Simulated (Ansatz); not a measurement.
Cost and result for the atomization energy of `BBN` (8 atoms, 7 bonds).

Cartesian coordinates in Å:
```
B 1.326 0.385 -0.271
B -0.114 -0.436 -0.138
N -1.317 -0.011 0.417
H 1.613 1.019 -1.250
H 2.192 0.297 0.557
H -0.104 -1.559 -0.590
H -2.138 -0.591 0.449
H -1.458 0.897 0.826
```

Charge 0, multiplicity 1. The geometry is a stationary point of PBE0-D4/def2-TZVP. It is one conformer, not always the lowest. Program: Ansatz. All runs use 2 threads of an Arm Neoverse V1 on a shared host. Times are those of one run each, without the atoms' runs, and a repeat can differ threefold. Electronic energies, without spin–orbit coupling; frozen cores. CCSD(T)/CBS adds CCSD(T) − MP2 in def2-TZVPP to the MP2 limit, and its time is that of the two runs behind it. T1 = 0.013. HSE06 is the plane-wave form, built on full-range PBE exchange.

CCSD(T)/CBS is a level of theory with its own doubt, some kJ/mol a heavy atom from the limit and from the frozen cores, so smaller differences don't rank the functionals.

```json
{"level": "LDA (SPW92)/def2-TZVPP", "functions": "163", "wall time": "0.91 s", "atomization (kJ/mol)": "3145.7", "difference from CCSD(T)/CBS": "374.2", "per bond": "53.5"}
{"level": "CCSD(T)/def2-SVP", "functions": "67", "wall time": "1.2 s", "atomization (kJ/mol)": "2642.0", "difference from CCSD(T)/CBS": "-129.5", "per bond": "-18.5"}
{"level": "revPBE-D4/def2-TZVPP", "functions": "163", "wall time": "1.5 s", "atomization (kJ/mol)": "2775.8", "difference from CCSD(T)/CBS": "4.3", "per bond": "0.6"}
{"level": "HSE06-D4/def2-TZVPP", "functions": "163", "wall time": "2.1 s", "atomization (kJ/mol)": "2804.6", "difference from CCSD(T)/CBS": "33.1", "per bond": "4.7"}
{"level": "CAM-B3LYP-D4/def2-TZVPP", "functions": "163", "wall time": "2.1 s", "atomization (kJ/mol)": "2831.7", "difference from CCSD(T)/CBS": "60.2", "per bond": "8.6"}
{"level": "B2PLYP/def2-TZVPP", "functions": "163", "wall time": "2.9 s", "atomization (kJ/mol)": "2782.3", "difference from CCSD(T)/CBS": "10.8", "per bond": "1.5"}
{"level": "r2SCAN-D4/def2-TZVPP (with forces)", "functions": "163", "wall time": "3.2 s", "atomization (kJ/mol)": "2803.1", "difference from CCSD(T)/CBS": "31.6", "per bond": "4.5"}
{"level": "r2SCANh-D4/def2-TZVPP", "functions": "163", "wall time": "3.2 s", "atomization (kJ/mol)": "2790.2", "difference from CCSD(T)/CBS": "18.7", "per bond": "2.7"}
{"level": "B97M-V/def2-TZVPP", "functions": "163", "wall time": "7 s", "atomization (kJ/mol)": "2810.8", "difference from CCSD(T)/CBS": "39.3", "per bond": "5.6"}
{"level": "ωB97M-V/def2-TZVPP (with forces)", "functions": "163", "wall time": "7 s", "atomization (kJ/mol)": "2810.8", "difference from CCSD(T)/CBS": "39.3", "per bond": "5.6"}
{"level": "MP2/def2-QZVPP", "functions": "321", "wall time": "10 s", "atomization (kJ/mol)": "2771.8", "difference from CCSD(T)/CBS": "0.3", "per bond": "0.0"}
{"level": "CCSD(T)/def2-TZVPP", "functions": "163", "wall time": "17 s", "atomization (kJ/mol)": "2706.7", "difference from CCSD(T)/CBS": "-64.8", "per bond": "-9.3"}
{"level": "CCSD(T)/CBS(def2)", "functions": "–", "wall time": "27 s", "atomization (kJ/mol)": "2771.5", "difference from CCSD(T)/CBS": "0.0", "per bond": "0.0"}
```

At CCSD(T), def2-SVP lies −129.5 kJ/mol from the extrapolated value and def2-TZVPP −64.8 kJ/mol: correlation converges slowly with the basis, and small sets miss more of it in the bonded molecule than in its fragments. The D4 term adds +14.0 kJ/mol with B3LYP and +7.2 kJ/mol with PBE0; it sums over pairs of atoms, weighted by their polarisabilities, and B3LYP, whose exchange is more repulsive, gets the larger term. In def2-TZVPP, CCSD(T) changes the Hartree–Fock value by +589.3 kJ/mol (the triples alone add +28.8 kJ/mol) and MP2 by +616.0 kJ/mol; breaking electron pairs costs correlation energy, which Hartree–Fock lacks.

B3LYP here is the variant with VWN-RPA as its local correlation; programs differ in this.
